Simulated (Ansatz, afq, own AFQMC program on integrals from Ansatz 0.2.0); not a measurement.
## C2H3, doublet, reference energies and how methods fare

```xyz
5

C    -0.0118    0.0000    0.5946
C    -0.0254    0.0000   -0.8330
H     1.1094    0.0000    0.6111
H    -0.3330    0.9129    1.1148
H    -0.3330   -0.9129    1.1148
```

Geometry: a PBE0/def2-TZVP stationary point, not shown to be a minimum. Basis cc-pVDZ. Noble-gas cores (and the filled d shells of Ga–Kr and In–Xe) are frozen. Ansatz 0.2.0 and our own AFQMC program on the same integrals; the CISD trial comes from CCSD amplitudes, and released means the phaseless constraint is let go. Error bars are statistical, one sigma.

Best estimates are CCSD(T) at the basis-set limit (def2-TZVPP/QZVPP) plus the step from CCSD(T) to the highest rung at hand in cc-pVDZ, named in the table (released AFQMC can keep some 10 meV of bias). No zero-point, core-correlation or spin–orbit terms. Other levels are in cc-pVDZ, the functionals in def2-TZVP; a dash marks a level that is missing or breaks spin symmetry for a member.

Cautions: C₂H₃ (doublet): unrestricted determinant slightly spin contaminated (⟨S²⟩ 0.84 against 0.75), the released value is read at 1.50 1/Eh with a noise of 16 meV, more than in the cases checked (meV from the phaseless value at times in 1/Eh: 4 ± 15 at 0.24, 22 ± 13 at 0.50, 23 ± 14 at 1.00, 24 ± 16 at 1.50); C₂H₃⁺ (singlet): higher spins were not checked, restricted determinant unstable towards unrestricted (UHF 80 meV lower, ⟨S²⟩ 0.31), raised T1 diagnostic (T1 0.021, weight of the determinant 0.88, largest double 0.08).

```
                         process  best estimate (eV)    highest rung
to charge +1, singlet (vertical)         8.67 ± 0.02  released AFQMC
                   to free atoms        17.10 ± 0.02  released AFQMC
```

Errors against the best estimates in eV, the processes numbered in the order above:

| level | error, 1 | error, 2 |
| --- | --- | --- |
| MP2 | -0.24 | -1.34 |
| CCSD(T) | -0.29 | -1.29 |
| ph-AFQMC/CISD | -0.29 ± 0.02 | -1.26 ± 0.01 |
| CCSD(T)/CBS | 0.03 | 0.00 |
| PBE | 0.02 | 0.51 |
| PBE0 | 0.16 | 0.22 |
| B3LYP | 0.18 | 0.14 |
| wB97M-V | -0.09 | 0.15 |
| B2PLYP | 0.07 | -0.12 |

Cost at the first geometry: PBE0/cc-pVDZ, 0.6 s on 1 thread of Intel Xeon 6975P-C, with other jobs on the host; UCCSD(T)/cc-pVDZ, 2.2 s on 1 thread of Intel Xeon 6975P-C, with other jobs on the host; ph-AFQMC/CISD with release, 7.3 min on 1 thread of Intel Xeon 6975P-C, with other jobs on the host.

Best estimates are given only where the step beyond CCSD(T) is under 0.3 eV and no member's determinant is very poor (T1 over 0.05, or 0.07 for open shells, ⟨S²⟩ too high by 0.3, two states mixed), so the hardest cases are missing from such tables.

The functionals ran in a triple-zeta set and keep a basis error of their own, a few kJ/mol for each bond in atomization energies and more for double hybrids, so close places among them and the extrapolated levels can swap.

Each member of a difference takes its own highest rung, so a best estimate needn't equal the limit plus the step of one row. A walk keeps the symmetry of its determinant, which the program's search chose and which needn't be the lowest solution, so a lower state of the same spin and another symmetry isn't excluded. Released energies are given only where the last usable release times agree within the noise; a slower fall can still hide under it.
